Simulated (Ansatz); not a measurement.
# How basis sets differ on CH7NSi (SMILES C[SiH2]N)

CH7NSi has 10 atoms, charge 0, and is taken as a singlet. As SMILES, `C[SiH2]N`. The shape is that of a PBE0-D4/def2-TZVP optimisation. This is one conformer, not always the lowest.

```xyz
10

C    -1.1640    0.5237   -0.5505
Si    0.2013   -0.6652   -0.0767
N     1.4781   -0.0209    0.8797
H    -1.9218    0.0163   -1.1550
H    -0.7732    1.3610   -1.1345
H    -1.6579    0.9309    0.3357
H     0.8185   -1.1924   -1.3249
H    -0.3992   -1.7842    0.7005
H     2.1652    0.5930    0.4744
H     1.3362    0.1867    1.8544
```

Quantity: the dipole moment, in D. The values are calculated.

```
      level          kind  program  value (D)  CPU time
  HF/STO-3G  Hartree–Fock   Ansatz       0.94    0.94 s
   HF/3-21G  Hartree–Fock   Ansatz       1.73     1.5 s
HF/def2-SVP  Hartree–Fock   Ansatz       1.57     5.8 s
HF/6-311G**  Hartree–Fock   Ansatz       1.55     8.8 s
```

The values span 0.94 to 1.73 D. Magnitudes only: a small dipole may point the other way at some levels. Sets without polarisation functions give poor dipoles. Times are those of the runs behind each value, whatever else they computed, on shared processors of several kinds: orders of magnitude only.
